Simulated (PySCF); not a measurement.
## How methods differ on the ionisation energy of Si

Si [Ne] 3s2 3p2 (3P) → Si⁺ [Ne] 3s2 3p1 (2P), as a difference of total energies. Calculation: PySCF 2.14, in aug-cc-pVTZ-DK (6s5p3d2f, 50 functions); the spin-free X2C one-electron Hamiltonian (Gaussian nucleus). Correlated levels: valence: [Ne] frozen. The calculations carry no spin-orbit coupling.

| method | ionisation energy (eV) |
| --- | --- |
| UHF | 7.629 |
| LDA | 8.229 |
| PBE | 8.189 |
| PBE0 | 8.209 |
| r2SCAN | 8.315 |
| wB97M-V | 7.910 |
| B97-3 | 8.038 |
| wB97X | 8.059 |
| LC-wPBE | 8.294 |
| MP2 (valence) | 8.040 |
| SCS-MP2 (valence) | 7.953 |

**Question.** How much does correlation contribute at MP2 (valence)?

**Answer.** 8.040 − (7.629) = 0.411 eV, measured against UHF.

Errors of the correlated levels include the incompleteness of this basis and the frozen core.

For comparison: 8.157 eV (measured; NIST levels, between the centres of gravity of the two terms).
